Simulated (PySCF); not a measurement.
Species: C2HClN2O.
Numbering: `[Cl:1][c:2]1[n:3][cH:4][n:5][o:6]1`

Cartesian coordinates in Å at the PBE0-D3(BJ)/def2-SVP level; atoms count from 1:
```
atom  x, y, z in Å
Cl1    2.4743   -0.5347   -0.7976
C2     0.9053   -0.1696   -0.3074
N3     0.1386   -0.8456    0.4810
C4    -0.9802   -0.0630    0.4933
N5    -0.9038    1.0153   -0.2341
O6     0.3584    0.9480   -0.7724
H7    -1.8795   -0.3011    1.0610
```

NICS is the negative of the GIAO shielding at a point without a nucleus: at the ring centre (0) and 1 Å above and below it (1); zz is the component along the ring normal. Level: GIAO PBE0/pcSseg-1 (PySCF, non-relativistic, gas phase) on the PBE0-D3(BJ)/def2-SVP geometry, one conformer.

Ring bond lengths (Å), with Mayer bond orders in brackets: C2–N3 1.291 (1.60), N3–C4 1.365 (1.28), C4–N5 1.303 (1.68), N5–O6 1.374 (0.97), O6–C2 1.328 (1.13).

Question: Give the NICS values of each ring in ppm.

Answer: 
```
          ring                                                       type  NICS(0)  NICS(1), two faces  NICS(1)zz, two faces  rms pucker (Å)  centre to ring atoms, mean (Å)
C2–N3–C4–N5–O6  5-membered ring with 2 N and O; formal bonds all aromatic    -10.7       -10.2 / -10.2         -25.7 / -25.7            0.00                            1.13
```

Question: What can be read from them?

Answer: 
- C2–N3–C4–N5–O6: mean NICS(1)zz -25.7 ppm, shielded, aromatic by this magnetic criterion (flat ring, no four-coordinate atom).

Question: And the bond-length index? HOMA = 1 − mean of α(R − Ropt)² over the ring bonds, with Krygowski's 1993 parameters (CN: Ropt 1.334 Å, α 93.52 Å⁻²; CO: Ropt 1.265 Å, α 157.38 Å⁻²; NO: Ropt 1.248 Å, α 57.21 Å⁻²).

Answer: 
- C2–N3–C4–N5–O6: HOMA 0.62; the largest term is that of N5–O6, α(R − Ropt)² = 0.91.

Question: At the first NICS(1) probe listed for ring C2–N3–C4–N5–O6, 1 Å off the ring, how large is the induced field along the normal in 11.7 T applied along it?

Answer: NICSzz × B0 = -25.7 ppm × 11.7 T = -301 μT, against the applied field.

Question: How do the values depend on the level or the medium?

Answer: 
```csv
level,"NICS(0), C2–N3–C4–N5–O6","mean NICS(1)zz, C2–N3–C4–N5–O6"
"PBE0/pcSseg-1, gas",-10.7,-25.7
"wB97X-D/pcSseg-2, gas",-9.9,-25.4
```

The geometry is the same throughout.
